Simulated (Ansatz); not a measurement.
```yaml
crystal:
  periodic: [false, false, false]
  atoms:
    - {symbol: Si, position_ang: [0.000000, 0.000000, 0.000000]}
    - {symbol: Al, position_ang: [0.000000, 0.000000, 2.157600]}
basis:
  gaussian: {orbitals: def2-TZVP}
total_charge: 1
hamiltonian: {xc: pbe0}
relax: {f_tol: 0.004, max_steps: 80}
```

```sh
$ ansatz run in.yaml --threads 1 --pin off --events-out ev --progress --plain --max-ram 2176MiB
```

Steps of the relaxation (energy above the last step; positions in Å, forces in eV/Å):

```
2
step 1, 780.8 meV
Si    0.000    0.000    0.000    0.000    0.000   -3.036
Al    0.000    0.000    2.158    0.000    0.000    3.036
```

```
2
step 2, 485.6 meV
Si    0.000    0.000   -0.080    0.000    0.000   -0.874
Al    0.000    0.000    2.238    0.000    0.000    0.874
```

```
2
step 3, 429.2 meV
Si    0.000    0.000   -0.121    0.000    0.000   -0.714
Al    0.000    0.000    2.278    0.000    0.000    0.714
```

```
2
step 4, 370.1 meV
Si    0.000    0.000   -0.160    0.000    0.000   -0.798
Al    0.000    0.000    2.317    0.000    0.000    0.798
```

```
2
step 5, 132.9 meV
Si    0.000    0.000   -0.306    0.000    0.000   -0.773
Al    0.000    0.000    2.463    0.000    0.000    0.773
```

```
2
step 8, 0.0 meV
Si    0.000    0.000   -0.461    0.000    0.000   -0.003
Al    0.000    0.000    2.618    0.000    0.000    0.003
```

Close pairs at the end: Si1–Al2 3.079 Å.

A stationary point of restricted PBE0 after 8 steps (its stability towards spin polarisation wasn't tested). 7.5 s on 1 thread of Intel Xeon 6975P-C, shared host.
